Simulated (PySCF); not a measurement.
Molecule: C3H5, charge 0, multiplicity 2. It need not be the lowest isomer of its formula. 
Structure (B3LYP-D3(BJ)/def2-TZVP (Ansatz) minimum search):
SMILES: CC=[CH]
```xyz
8

C      1.3359     0.1766     0.0081
C      0.0582     0.4385    -0.0081
H      2.2670     0.7199     0.0055
H     -0.2541     1.4885    -0.0315
C     -1.0550    -0.5714     0.0021
H     -0.6648    -1.5877     0.0255
H     -1.6988    -0.4243     0.8731
H     -1.6836    -0.4589    -0.8851
```
Charge 0, spin multiplicity 2.

Dispersion corrections to the total energy (kcal/mol) from the dftd3 and dftd4 libraries through PySCF: D3(BJ) without and D4 with the three-body term, each with the damping fitted for the functional named.

```json
[
 {"functional": "PBE0", "D3(BJ)": "-2.15", "D4": "(withheld)"},
 {"functional": "CAM-B3LYP", "D3(BJ)": "-1.82", "D4": "-1.83"},
 {"functional": "TPSS", "D3(BJ)": "-3.18", "D4": "(withheld)"},
 {"functional": "TPSSh", "D3(BJ)": "-2.87", "D4": "-2.77"},
 {"functional": "BP86", "D3(BJ)": "-3.80", "D4": "-2.87"},
 {"functional": "B3LYP", "D3(BJ)": "-4.37", "D4": "-3.62"},
 {"functional": "B2PLYP", "D3(BJ)": "(withheld)", "D4": "-1.56"}
]
```

Problem. Complete the blanks.

Solution. 
- PBE0, D4: -1.86
- TPSS, D4: -3.07
- B2PLYP, D3(BJ): -1.93
